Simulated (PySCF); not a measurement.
Compound: C4H6OS.
InChI=1S/C4H6OS/c5-6-3-1-2-4-6/h1,3H,2,4H2/t6-/m0/s1

The closed-shell ground state was solved at several levels (PySCF, density fitting, gas phase, non-relativistic). Isolated species at its PBE0-D3(BJ)/def2-SVP geometry (one conformer only).

```json
{"level": "wB97X-D/def2-SVPD", "basis functions": "178", "HOMO (eV)": "-8.53", "LUMO (eV)": "0.90", "gap (eV)": "9.43", "dipole (D)": "4.98"}
{"level": "wB97X-D/pcSseg-2", "basis functions": "307", "HOMO (eV)": "-8.51", "LUMO (eV)": "0.92", "gap (eV)": "9.43", "dipole (D)": "4.90"}
```

(1) What might PBE0/pcSseg-1 (139 basis functions) give for the same quantities?

(2) How far do the dipole and the HOMO energy spread over the levels?

## Answers

(1) HOMO -6.51 eV, LUMO -0.77 eV, gap 5.74 eV, dipole 4.69 D.

(2) The dipole runs from 4.69 to 4.98 D (mean 4.86 D) and the HOMO from -8.53 to -6.51 eV.
